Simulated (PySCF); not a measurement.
# Worked example: SnH4⁺, doublet against SnH₄, singlet

Geometry (PBE0/def2-TZVP stationary point of a singlet), kept for both states:

```
atom    x (Å)    y (Å)    z (Å)
  Sn   0.0000   0.0000   0.0000
   H   0.9788   0.9872   0.9851
   H  -0.9890  -0.9799   0.9822
   H  -0.9784   0.9802  -0.9924
   H   0.9886  -0.9875  -0.9749
```

Basis def2-SVP with its core potentials; PySCF 2.14.0. Correlated methods freeze the noble-gas cores and the filled d shells of p-block atoms. Prefix R: restricted or restricted open-shell reference. No spin–orbit coupling is included; scalar relativity enters through the core potentials alone.

Full CI isn't at hand for all of this; RCCSDT serves as the reference. It lacks quadruple excitations.

| level | E(SnH4, singlet) (hartree) | E(SnH4⁺, doublet) (hartree) |
| --- | --- | --- |
| RCCSD(T) | -215.765897 | -215.340751 |
| PBE | -216.635056 | -216.223976 |
| PBE0 | -216.653767 | -216.229284 |
| RCCSDT | -215.766466 | -215.341665 |

**Question.** Give the vertical gap, SnH4⁺ doublet less SnH4 singlet, at each level in eV (1 hartree = 27.2114 eV), and each error against RCCSDT.

**Answer.** RCCSDT: (-215.341665 − (-215.766466)) × 27.2114 = 11.559 eV (the reference)
PBE0: (-216.229284 − (-216.653767)) × 27.2114 = 11.551 eV, error -0.008 eV
PBE: (-216.223976 − (-216.635056)) × 27.2114 = 11.186 eV, error -0.373 eV
RCCSD(T): (-215.340751 − (-215.765897)) × 27.2114 = 11.569 eV, error 0.010 eV

Total energies of functionals can't be set beside those of wave-function methods, since they hold the core's correlation and their own absolute errors; only the differences compare.

In so small a basis the reference is far from its limit while semilocal and hybrid functionals are nearer theirs, so the functionals' errors here hold much of the reference's basis and frozen-core error, which can add to them or hide them.

Each level lands on the state that its own search finds. T1 diagnostics of restricted CCSD: 0.010 and 0.033.
